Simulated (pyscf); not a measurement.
PySCF, gas phase, ωB97X-D3(BJ)/def2-SVP geometries.

SMILES: C[CH2][Al]=[O]
```xyz
9

C     -1.2469    -0.1489    -0.0010
C     -0.7417    -0.5088     1.4071
Al     0.9453    -1.4772     1.4292
O      2.3347    -2.2712     1.4318
H     -0.5279     0.4859    -0.5434
H     -1.4185    -1.0473    -0.6152
H     -2.1997     0.4025     0.0470
H     -1.4854    -1.1233     1.9445
H     -0.6092     0.4007     2.0194
```

Q: What is the homolytic dissociation enthalpy (298 K, ωB97M-D3(BJ)/def2-TZVP) of the Al–C bond of `[CH3][CH2][Al]=[O]`, to •H₂C–CH₃ + [O=Al]•?

A: Al–C to •H₂C–CH₃ + [O=Al]•: 281.3 kJ/mol. The 7 functionals that were run give +251.4 (r²SCAN) to +294.4 kJ/mol (ωB97X-D3(BJ)). The radicals are drawn with the spin at the cut bond; how far it spreads was not checked. H₃C–CH₂–Al=O lies 95.8 kJ/mol over its isomer H₂C=CH–AlH–OH, and others may lie lower still (electronic energy, ωB97M-D3(BJ)). Other isomers of •H₂C–CH₃ were not searched in full and may lie lower. The term symbol of open-shell O=Al was not checked; spin-orbit terms are left out.
